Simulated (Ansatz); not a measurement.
(H2Al-mu-H)2 (Al2H6). Total charge 0; singlet. Geometry PBE0-D4/def2-TZVP; atoms count from 1.

Cartesian coordinates in Å:
```
Al 0.280 -0.888 -0.906
H 0.191 -2.390 -0.434
H 0.662 -0.333 -2.332
H 1.116 0.037 0.308
Al -0.279 0.889 0.905
H -0.660 0.316 2.325
H -0.197 2.397 0.451
H -1.114 -0.028 -0.317
```

Q: Estimate the Mulliken populations from the PBE0/def2-TZVP orbitals of Ansatz.

A: 
```csv
atom,charge (e)
Al1,0.27
H2,-0.10
H3,-0.10
H4,-0.08
Al5,0.27
H6,-0.10
H7,-0.10
H8,-0.08
```
Mulliken values and Mayer orders depend strongly on the basis.

Q: And the Mayer bond orders between bonded heavy atoms (over 0.3)?

A: Al1–Al5 0.39 (2.60 Å).
